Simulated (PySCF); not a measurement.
B3LYP has the VWN-RPA correlation part, as in Gaussian. 

```xyz
4

F      1.2000    -0.5396     0.0006
B      0.0000     0.0000     0.0000
F     -1.0673    -0.7695    -0.0008
F     -0.1327     1.3091     0.0001
```

Charge 0, multiplicity 1.

Task: Give the Mulliken and meta-Löwdin atomic charges from B3LYP-D3(BJ)/def2-TZVP (PySCF).

Result: 
```tsv
atom	Mulliken (e)	meta-Löwdin (e)
F1	-0.22	-0.29
B2	0.66	0.86
F3	-0.22	-0.29
F4	-0.22	-0.29
```
